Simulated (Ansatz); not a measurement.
# Potassium, bcc: convergence with cold smearing

Computed with Ansatz, PBE, scalar-relativistic PAW, on the relaxed cell (a = 5.283 Å; spin not included). Errors count from a run at 420 eV on a Γ-centred 14×14×14 mesh with Fermi-Dirac smearing of 0.1 eV, extrapolated to zero width. Fixed here: cutoff 420 eV, mesh 9×9×9. The SCF starts from atomic densities corrected by a trained network.

| width (eV) | E(σ→0) error (meV/atom) | F error (meV/atom) | P (GPa) | SCF iterations |
| --- | --- | --- | --- | --- |
| 0.01 | -2.6 | -2.6 | -0.01 | 5 |
| 0.03 | -2.6 | -2.6 | -0.01 | 5 |
| 0.1 | -2.5 | -2.8 | -0.01 | 5 |
| 0.2 | -3.5 | -3.2 | -0.01 | 5 |
| 0.3 | -2.8 | -2.4 | -0.01 | 5 |
| 0.6 | -0.2 | -7.5 | 0.00 | 5 |
| 1.0 | 1.1 | -35.1 | 0.05 | 5 |
